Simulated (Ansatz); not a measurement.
Ansatz (a quantum-chemistry and plane-wave program) input (PBE0/6-31G):

Ansatz 0.2 input:
```yaml
crystal:
  periodic: [false, false, false]
  atoms:
    - {symbol: C, position_ang: [0.01118773, 0.75889942, -0.01238914]}
    - {symbol: C, position_ang: [1.30488840, 1.02329449, 0.00343307]}
    - {symbol: Cl, position_ang: [-0.63700773, -0.85323169, 0.00417952]}
    - {symbol: H, position_ang: [-0.75905041, 1.51625302, -0.03695357]}
    - {symbol: H, position_ang: [2.05291747, 0.24314247, 0.02802818]}
    - {symbol: H, position_ang: [1.63880765, 2.05237986, -0.00839007]}
basis:
  gaussian:
    orbitals: 6-31G
hamiltonian:
  xc: {name: PBE0}
output: {forces: true}
magnetization: {spin_polarized: false}
```

Output:

```
Functional definition: PBE0
integrals: 0.01 GiB planned
491 factors; integrals over basis functions are off by at most 2.6e-4 eV
mean field: 0.11 GiB planned
mean field evaluation 1: about -14634.1479 eV, gradient 3.0e1 eV
mean field evaluation 2: about -14633.5034 eV, gradient 3.3e1 eV
mean field evaluation 4: about -14636.4723 eV, gradient 1.6e0 eV
mean field evaluation 8: about -14636.4745 eV, gradient 5.8e-3 eV
mean field -14636.47452684 eV, -537.8805179026 hartree, gradient 2.4e-5 eV, S^2 0.000000; 0 other end points of the search recorded, 0 dependent functions left out
the calculation of the forces begins
reference -14636.47454143 eV, -537.8805184387 hartree; 16, 16 occupied and 21, 21 virtual orbitals, 491 factors
Total energy: -14636.47454143 eV, -537.8805184387 hartree
Atom 0 at     0.011188     0.758899    -0.012389 Å, force     0.135568     1.191055    -0.017602 eV/Å
Atom 1 at     1.304888     1.023294     0.003433 Å, force     0.306691     0.084602     0.003388 eV/Å
Atom 2 at    -0.637008    -0.853232     0.004180 Å, force    -0.571213    -1.353497     0.013489 eV/Å
Atom 3 at    -0.759050     1.516253    -0.036954 Å, force    -0.050715     0.042910    -0.001502 eV/Å
Atom 4 at     2.052917     0.243142     0.028028 Å, force     0.113231    -0.047077     0.002547 eV/Å
Atom 5 at     1.638808     2.052380    -0.008390 Å, force     0.066439     0.082008    -0.000320 eV/Å
Dipole moment:     0.167506     0.343260    -0.003067 e Å
```
